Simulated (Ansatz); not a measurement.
# Be₂H− (triplet): from Hartree-Fock to the top rungs, aug-cc-pVDZ

One table from this session's results is given with a row withheld; the runs are named, their logs left out.

Method: aug-cc-pVDZ, core rule «outside noble gas», up to 2 orbitals frozen; program: Ansatz 0.2.0, Gaussian basis.

To be run: UHF; CCSD(T) on ROHF; CCSD(T) on UHF; BCCD(T) on ROHF; CISD; CCSDT(Q) on ROHF; CCSDT(Q) on UHF; CASSCF and MRCISD+Q, 6 electrons in 9 orbitals; CASSCF and NEVPT2, 6 electrons in 9 orbitals.

28 further runs of the same task are left out: 7 for a known fault of the program, 9 that didn't finish, 12 set aside as unsound or not needed.

### The geometry

The geometry is a PBE0/def2-TZVP stationary point (not a proven minimum) of the parent state, kept for this charge and spin.

3 atoms, charge -1, spin multiplicity 3.

Atoms are counted from 1 here; the program's logs count them from 0.

Bond lengths: Be1–H3 1.348 Å.

Geometry (Å):

```
Be    0.0000    0.0000    0.2666
Be    0.0000    0.0000   -1.8817
H     0.0000    0.0000    1.6151
```

The first run:

The input, in.yaml:

```yaml
crystal:
  periodic: [false, false, false]
  atoms:
    - {symbol: Be, position_ang: [0.000000, 0.000000, 0.266601]}
    - {symbol: Be, position_ang: [0.000000, 0.000000, -1.881688]}
    - {symbol: H, position_ang: [0.000000, 0.000000, 1.615087]}
basis:
  gaussian: {orbitals: aug-cc-pVDZ}
total_charge: -1
magnetization: {spin_polarized: true, initial_magnetization: 2}
hamiltonian: {xc: hf}
output: {orbitals: {seedname: orbitals}}
```

The run is started by

```
> ansatz run in.yaml --threads 1 --pin off --events-out ev --progress --plain --max-ram 2393MiB
```

Steps of the session up to this table: UHF; CCSD(T) on ROHF; CCSD(T) on UHF; BCCD(T) on ROHF; CISD; CCSDT(Q) on ROHF; CCSDT(Q) on UHF; CASSCF and MRCISD+Q, 6 electrons in 9 orbitals; CASSCF and NEVPT2, 6 electrons in 9 orbitals.

One table of the session follows, with a row left open; its other results are not shown here.

| method | from UCCSDT(Q) (meV) |
| --- | --- |
| ROHF | +2812.5 |
| UHF | +2777.0 |
| RMP2 | +853.5 |
| UMP2 | +840.1 |
| CISD | +263.4 |
| RCCSD | +140.2 |
| UCCSD | +137.3 |
| RCCSD(T) | ? |
| UCCSD(T) | +42.0 |
| BCCD(T) | +39.5 |
| RCCSDT | +5.2 |
| UCCSDT | +4.9 |
| RCCSDT(Q) | +0.1 |
| UCCSDT(Q) | 0 |
| CASSCF valence | +1587.2 |
| NEVPT2 valence | +594.7 |
| MRCISD valence | +94.2 |
| MRCISD+Q valence | +6.2 |

**Question.** Estimate the row for RCCSD(T).

**Answer.** from UCCSDT(Q) (meV): +42.8. In the column «from UCCSDT(Q) (meV)» it lies between UCCSD(T) (+42.0) and MRCISD valence (+94.2).

Limits of these values: Restricted and unrestricted rows rest on different reference determinants; where their highest levels disagree by more than a few hundredths of an eV, they describe different states and don't form one ladder.
